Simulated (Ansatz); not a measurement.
**PH₃O₂: ionisation energy by level of theory**

Aim: the vertical ionisation energy of PH₃O₂, as cation minus neutral at the neutral's geometry, on several levels, and how well −ε(HOMO) stands in for it.

The runs use Ansatz 0.2.0, Gaussian basis; unrestricted cation, the program's frozen cores in correlated methods.

Plan: UKS PBE-D4/def2-TZVPP; UKS r2SCAN-D4/def2-TZVPP; UKS PBE0-D4/def2-TZVPP; UKS B3LYP-D4/def2-TZVPP; UKS wB97X-V/def2-TZVPP; UKS wB97M-V/def2-TZVPP; UKS B2PLYP/def2-TZVPP; UHF-CCSD(T)/def2-TZVPP; UHF-MP2/def2-QZVPP; extrapolation to the limit; then −ε(HOMO) from the neutral's earlier runs with LDA (SPW92), PBE-D4, revPBE-D4, BLYP-D4, r2SCAN-D4, B97M-V, PBE0-D4, B3LYP-D4, r2SCANh-D4, r2SCAN0-D4, HSE06-D4, BHLYP-D4, CAM-B3LYP-D4, LC-ωPBE, ωB97X-V, ωB97M-V.

## (1) The relaxed structure

The geometry comes from an earlier relaxation with PBE0-D4 in a triple-zeta def2 set; it is a stationary point.

SMILES `OPO`, 6 atoms, charge 0, spin multiplicity 1.

Atoms are counted from 1 here; the program's logs count them from 0.

Bond lengths: O1–P2 1.647 Å, O1–H4 0.961 Å, P2–O3 1.632 Å, P2–H5 1.428 Å, O3–H6 0.963 Å. Angles: P2–O1–H4 110.6°, O1–P2–O3 104.0°, O1–P2–H5 92.5°, O3–P2–H5 98.9°, P2–O3–H6 114.2°.

As a file:

```xyz
6

O    -0.9738   -0.5013   -0.6241
P     0.3225    0.5085   -0.5128
O     1.2230   -0.1343    0.6863
H    -0.8594   -1.1186   -1.3515
H    -0.4097    1.4677    0.2505
H     0.7393   -0.2861    1.5054
```

## (2) Cation, UKS PBE-D4/def2-TZVPP

in.yaml

```yaml
crystal:
  periodic: [false, false, false]
  atoms:
    - {symbol: O, position_ang: [-0.973816, -0.501272, -0.624058]}
    - {symbol: P, position_ang: [0.322494, 0.508484, -0.512754]}
    - {symbol: O, position_ang: [1.222998, -0.134293, 0.686309]}
    - {symbol: H, position_ang: [-0.859354, -1.118614, -1.351548]}
    - {symbol: H, position_ang: [-0.409664, 1.467664, 0.250452]}
    - {symbol: H, position_ang: [0.739342, -0.286070, 1.505400]}
basis:
  gaussian: {orbitals: def2-TZVPP}
total_charge: 1
magnetization: {spin_polarized: true, initial_magnetization: 1}
hamiltonian: {xc: pbe, dispersion: d4}
```

Started as:

```console
> ansatz run in.yaml --threads 2 --pin off --events-out ev --progress --plain --max-ram 4352MiB
```

After this run come: Cation, UKS r2SCAN-D4/def2-TZVPP; Cation, UKS PBE0-D4/def2-TZVPP; Cation, UKS B3LYP-D4/def2-TZVPP; Cation, UKS wB97X-V/def2-TZVPP; Cation, UKS wB97M-V/def2-TZVPP; Cation, UKS B2PLYP (frozen core)/def2-TZVPP; Cation, UHF-CCSD(T)/def2-TZVPP; Cation, UHF-MP2/def2-QZVPP.

Q: Predict the results of all the runs planned. Wanted: ionisation energy, CCSD(T)/CBS; nearest functional by difference; nearest −ε(HOMO); −ε(HOMO) of PBE; T1 of the cation.

**Answer**, as computed:

| quantity | value |
| --- | --- |
| ionisation energy, CCSD(T)/CBS | 9.99 eV |
| nearest functional by difference | ωB97M-V (-0.18 eV) |
| nearest −ε(HOMO) | LC-ωPBE (-0.11 eV) |
| −ε(HOMO) of PBE | 5.87 eV |
| T1 of the cation | 0.021 |

**Reading.** By cation minus neutral, the functionals miss by 0.48 eV at most. The PBE orbital energy is 4.1 eV too small: a semilocal HOMO is no ionisation energy. Among orbital estimates LC-ωPBE comes nearest. Hartree-Fock falls 1.03 eV short, as the neutral has more correlation energy than the cation.
